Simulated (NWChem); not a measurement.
## An input for AlNH4 (SMILES [NH2][AlH2])

AlNH4 has 6 atoms, charge 0, and is taken as a singlet. As SMILES, `[NH2][AlH2]`. The shape was relaxed beforehand at BLYP/LANL2DZ. The run starts from this shape.

```xyz
6

Al   -0.2752    0.7650   -0.1134
N     0.4565   -1.0332    0.2244
H     0.9165   -0.2580   -0.9389
H    -1.9142    0.6181   -0.0386
H     1.4029   -1.1161    0.6316
H    -0.0234   -1.9571    0.2498
```

Settings wanted:

```json
{
  "task": "irc",
  "method": "DFT",
  "functional": "BLYP",
  "dispersion": "none",
  "basis set": "LANL2DZ",
  "core potential": "LANL2DZ",
  "reference": "RKS",
  "relativity": "none",
  "integration grid": "medium",
  "iteration cap": "100",
  "irc points": "12",
  "irc stride": "0.15",
  "direction": "forward",
  "mass weighted": "1",
  "template": "1,1-elimination",
  "module": "dft"
}
```

Problem. Write the NWChem 7.3.0 input and the command.

Solution. One that was run (others would do as well):

mol.nw:
```
start mol
title "AlH4N irc"
memory 1800 mb
geometry noautosym
  Al   -0.068015    0.947115   -0.187982
  N     0.663687   -0.851084    0.149788
  H     1.123619   -0.075952   -1.013504
  H    -1.706986    0.800229   -0.113172
  H     1.610034   -0.933969    0.556982
  H     0.183736   -1.774989    0.175213
end
basis spherical bse
  * library LANL2DZ
end
ecp bse
  Al library LANL2DZ
end
dft
  xc becke88 lyp
  grid medium
  iterations 100
  print low
end
mepgs
  maxmep 12
  maxiter 25
  stride 0.15
  forward
  mswg
  print low
end
task dft mepgs
```

```bash
$ nwchem mol.nw > mol.out
```

Calculated total energy at the end of the run: -59.10601 Eh.
